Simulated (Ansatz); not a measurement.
# C3H3NO: how energies converge with the basis set

Aim: see how fast density functionals converge with the basis set for C3H3NO.

Computed with Ansatz 0.2.0, Gaussian basis. Level: one geometry, several basis sets.

Plan: PBE0-D4/def2-SVP; ωB97M-V/def2-SVP; PBE0-D4/def2-QZVPP; ωB97M-V/def2-QZVPP; the functionals' def2-TZVPP values are taken from earlier runs.

2 further runs of the same task are left out: 2 that didn't finish.

**1. The geometry**

The geometry comes from an earlier relaxation with PBE0-D4 in a triple-zeta def2 set; it is a stationary point, not always the lowest conformer.

SMILES `C1=COCN=1`, 8 atoms, charge 0, spin multiplicity 1.

Atoms are counted from 1 here; the program's logs count them from 0.

Bond lengths: C1–C2 1.469 Å, C1–N5 1.329 Å, C2–O3 1.280 Å, C2–H6 1.088 Å, O3–C4 1.472 Å, C4–N5 1.397 Å, C4–H7 1.094 Å, C4–H8 1.094 Å. Angles: C2–C1–N5 101.0°, C1–C2–O3 116.6°, C1–C2–H6 128.5°, O3–C2–H6 114.9°, C2–O3–C4 102.9°, O3–C4–N5 106.6°, O3–C4–H7 106.1°, O3–C4–H8 106.1°, N5–C4–H7 113.6°, N5–C4–H8 113.6°, H7–C4–H8 110.1°, C1–N5–C4 112.9°.

**2. PBE0-D4 in def2-SVP**

The input, in.yaml:

```yaml
crystal:
  periodic: [false, false, false]
  atoms:
    - {symbol: C, position_ang: [-0.098051, 1.395725, -0.637732]}
    - {symbol: C, position_ang: [0.226900, 0.937733, 0.719163]}
    - {symbol: O, position_ang: [0.231098, -0.327687, 0.911954]}
    - {symbol: C, position_ang: [-0.120206, -0.863883, -0.412768]}
    - {symbol: N, position_ang: [-0.293427, 0.236122, -1.255848]}
    - {symbol: H, position_ang: [0.467880, 1.534824, 1.595811]}
    - {symbol: H, position_ang: [0.708414, -1.515609, -0.706292]}
    - {symbol: H, position_ang: [-1.030408, -1.454325, -0.269890]}
basis:
  gaussian: {orbitals: def2-SVP}
hamiltonian: {xc: pbe0, dispersion: d4}
output: {orbitals: {seedname: orbitals}}
```

The runs that follow: ωB97M-V in def2-SVP; PBE0-D4 in def2-QZVPP; ωB97M-V in def2-QZVPP.

**Question.** What will the summary of the whole plan be? Wanted: PBE0-D4: double and triple zeta above quadruple; ωB97M-V: double and triple zeta above quadruple.

**Answer**, as computed:

```
                                       quantity          value
PBE0-D4: double and triple zeta above quadruple  8.08, 0.36 eV
ωB97M-V: double and triple zeta above quadruple  8.35, 0.34 eV
```

PBE0-D4 gains 7.71 eV from double to triple zeta, then 0.36 eV more. These are total energies; as a rule much of such shifts cancels in differences, which this series doesn't test.
